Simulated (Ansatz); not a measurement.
CCl3F (`FC(Cl)(Cl)Cl`), 5 atoms. Total charge 0; spin multiplicity 1. All runs use 4 threads of an Arm Neoverse V1 on a shared host. Correlated methods freeze the cores. Open-shell runs search over several starts.

Give the basis size and wall time and peak host memory of each of these runs in Ansatz. UHF-CCSD(T)/def2-TZVPP energy of the cation; RKS ωB97M-V/def2-QZVPP energy; RKS PBE0-D4/def2-TZVP relaxation (4 steps); RKS ωB97M-V/def2-SVP energy; direct RPA on PBE orbitals/def2-TZVPP energy; RKS PBE-D4/def2-TZVPP energy and forces; RKS r2SCAN0-D4/def2-TZVPP energy; RKS PBE0-D4/def2-TZVP frequencies; RKS HSE06 (plane-wave form)-D4/def2-TZVPP energy; UKS B2PLYP (frozen core)/def2-TZVPP energy of the cation; UHF-MP2/def2-QZVPP energy of the cation; RHF-MP2/def2-QZVPP energy. (Best estimate.)

The calculation gave: Other jobs shared the machine, so times are rough.

```tsv
level	job	functions	wall time	peak host memory (GiB)
RKS PBE-D4/def2-TZVPP	energy and forces	188	1.7 s	0.24
RKS HSE06 (plane-wave form)-D4/def2-TZVPP	energy	188	2.7 s	0.55
direct RPA on PBE orbitals/def2-TZVPP	energy	188	2.8 s	0.37
RKS ωB97M-V/def2-SVP	energy	82	3.3 s	0.37
RKS r2SCAN0-D4/def2-TZVPP	energy	188	3.8 s	0.55
RHF-MP2/def2-QZVPP	energy	324	9 s	1.2
RKS ωB97M-V/def2-QZVPP	energy	324	12 s	1.2
RKS PBE0-D4/def2-TZVP	relaxation (4 steps)	173	13 s	0.45
UKS B2PLYP (frozen core)/def2-TZVPP	energy of the cation	188	19 s	0.64
RKS PBE0-D4/def2-TZVP	frequencies	173	34 s	0.45
UHF-MP2/def2-QZVPP	energy of the cation	324	3.2 min	1.4
UHF-CCSD(T)/def2-TZVPP	energy of the cation	188	4.9 min	5.1
```
